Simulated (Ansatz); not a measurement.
# Worked example: correlation energy of [CH3···H···H], doublet

Geometry: a point of a hydrogen-transfer path between rigid fragments, not a stationary point.

```
atom    x (Å)    y (Å)    z (Å)
   C  -0.1320   0.0000   0.0000
   H  -0.4952   1.0273   0.0000
   H  -0.4952  -0.5137   0.8897
   H  -0.4952  -0.5137  -0.8897
   H   1.0770   0.0000   0.0000
   H   1.9820   0.0000   0.0000
```

Basis cc-pVTZ; Ansatz 0.2.0. Only valence electrons are correlated (noble-gas cores frozen), which leaves 9 electrons in 99 orbitals. Prefix R: restricted or restricted open-shell reference; prefix U: unrestricted.

Full CI isn't at hand for all of this; UCCSDT(Q) serves as the reference, and is uncertain by about the last step of the cluster series.

Runs differ by some tens of microhartree through their thresholds and, for an open shell, their frozen cores, so steps under 0.03 kcal/mol mean nothing.

```csv
level,total energy (hartree)
UHF,-40.671928
UMP2,-40.879829
UCCSD,-40.904372
UCCSD(T),-40.911376
UCCSDT,-40.911909
UCCSDT(Q),-40.912106
```

Question: What is the correlation energy at UCCSDT(Q), and what share of it do UMP2 and UCCSD(T) recover?

Answer: E(corr) = -40.912106 − (-40.671928) = -0.240178 hartree = -6.536 eV. UMP2: -0.207901 / -0.240178 = 86.56 %. UCCSD(T): -0.239448 / -0.240178 = 99.70 %.

Question: By how many kcal/mol does UCCSD(T) miss UCCSDT(Q) (1 hartree = 627.509 kcal/mol), and which steps make up the rest?

Answer: -40.911376 − (-40.912106) = 0.000730 hartree = 0.46 kcal/mol. Steps: UCCSDT − UCCSD(T) = -0.33, UCCSDT(Q) − UCCSDT = -0.12 kcal/mol. That is within 1 kcal/mol of the reference in this basis, which itself misses far more of the correlation at the basis-set limit.
